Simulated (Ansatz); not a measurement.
## Which method gave which barrier?

Saddle point of AlH₂F, closed shell (AlH₂F ([F][AlH2]) → AlH + HF; bonds formed: F2–H3; bonds broken: Al1–F2, Al1–H3), PBE0-D4/def2-TZVP structure:

| atom | x (Å) | y (Å) | z (Å) |
| --- | --- | --- | --- |
| Al1 | -0.3796 | -0.5067 | 0.3166 |
| F2 | 0.7049 | 0.6517 | -0.7766 |
| H3 | 0.5166 | -0.4459 | -1.1717 |
| H4 | -0.8419 | 0.3009 | 1.6316 |

Ansatz 0.2.0; basis: def2-TZVPP, with def2-QZVPP for the basis limit; cores frozen in the correlated methods. Extrapolation: Hartree–Fock as exp(−7.88 √X), correlation as X^−2.97. Four methods, as single points on the PBE0-D4 structures, gave these electronic barriers from the start structure: 66.84, 78.78, 85.26, 100.13 kcal/mol.

Question: The methods were, in alphabetical order, HF, MP2, r2SCAN-D4, SPW92. Which gave which? (Judge from chemistry; the calculation decides.)

Answer: Computed: SPW92 66.84; r2SCAN-D4 78.78; MP2 85.26; HF 100.13 kcal/mol. For comparison, CCSD(T) at an estimated basis limit (MP2 extrapolated from triple and quadruple zeta, plus CCSD(T) − MP2 in triple zeta) gives 83.36 kcal/mol.

No T1 diagnostic of these runs exceeds 0.019. The restricted Hartree–Fock reference is unstable towards an unrestricted one at one or more of these structures.

Labels in which every atom is bracketed show which atoms are joined, not bond orders.

For scale, one of the runs: CCSD(T)/def2-TZVPP, 101 basis functions, launched by `ansatz run in.yaml --threads 2 --pin off --events-out ev --progress --plain --max-ram 4352MiB`. The run took about 1.4 s on 2 CPU threads of an Arm Neoverse V2 (shared host).
